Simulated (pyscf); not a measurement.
## Elimination: H₃C–CH₂–Mg–CH₂–CH₃ → H₃C–CH₂–MgH + H₂C=CH₂

Gas phase, singlet surface, charge 0. Bonds broken: Mg1–C2, C3–H8. Bonds formed: Mg1–H8. Optimised with ωB97X-D3(BJ)/def2-SVP in PySCF.

Transition state (Å):

```xyz
15

Mg    -0.1054     0.2713     0.1197
C     -0.9565    -1.2091     1.6148
C      0.4206    -1.3643     1.8073
C     -0.9369     1.6100    -1.2708
C     -2.4732     1.6098    -1.3293
H     -1.5078    -1.9381     1.0104
H     -1.5396    -0.6015     2.3158
H      1.4328    -0.3664     0.8104
H      0.9460    -2.2324     1.3982
H      0.9148    -0.9224     2.6776
H     -0.5721     2.6297    -1.0437
H     -0.5251     1.3831    -2.2725
H     -2.8758     0.6173    -1.5972
H     -2.8763     2.3252    -2.0703
H     -2.9231     1.8754    -0.3567
```

One imaginary mode, 826i cm⁻¹; descent along it reached the two sides named, in the forms told below.

```json
[
 {"bond": "Mg1–C2", "change": "breaks", "reactant side (Å)": "2.103", "saddle": "2.270", "product side": "2.8"},
 {"bond": "C3–H8", "change": "breaks", "reactant side (Å)": "1.106", "saddle": "1.736", "product side": "3.2"},
 {"bond": "Mg1–H8", "change": "forms", "reactant side (Å)": "3.0", "saddle": "1.803", "product side": "1.716"}
]
```

Electronic energies relative to the reactant's lowest minimum found (kcal/mol):

| level | barrier | reaction energy | reverse barrier |
|---|---|---|---|
| ωB97X-D3(BJ)/def2-TZVP | 36.7 | +28.9 | 7.8 |
| PBE/def2-TZVP | 31.8 | +27.5 | 4.4 |
| r²SCAN/def2-TZVP | 31.3 | +27.8 | 3.5 |
| B3LYP-D3(BJ)/def2-TZVP | 33.8 | +25.3 | 8.5 |
| PBE0-D3(BJ)/def2-TZVP | 34.9 | +30.3 | 4.6 |
| M06-2X/def2-TZVP | 35.7 | +29.0 | 6.7 |
| ωB97M-D3(BJ)/def2-TZVP | 36.5 | +26.2 | 10.3 |
| HF/def2-TZVP | 40.7 | +18.0 | 22.7 |

With ωB97M-D3(BJ)/def2-TZVP energies and thermal terms (ideal gas, 1 atm, RRHO with modes under 100 cm⁻¹ raised to 100, one conformer, R ln 2 for chiral ones without a mode under 150 cm⁻¹), in kcal/mol:

| T (K) | ΔH‡ | ΔG‡ | ΔH | ΔG |
|---|---|---|---|---|
| 298 | 32.7 | 33.1 | +21.8 | +11.2 |
| 600 | 32.7 | 33.5 | +21.4 | +0.5 |
| 900 | 32.6 | 34.0 | +20.8 | -9.8 |
| 1200 | 32.4 | 34.4 | +20.0 | -19.8 |

On the reactant side the descent ends in a point that may be a rotor saddle (no frequency run), 2.5 kcal/mol over the lowest minimum found and 34.3 kcal/mol under the saddle at ωB97X-D3(BJ)/def2-TZVP. On the product side the descent ends in a bound adduct (not fully relaxed), 9.1 kcal/mol under the separated species and 17.0 kcal/mol under the saddle at ωB97X-D3(BJ)/def2-TZVP. At the saddle there is also a short C–Mg contact that neither side keeps. This is the saddle that the search found; another between the same sides may lie lower.
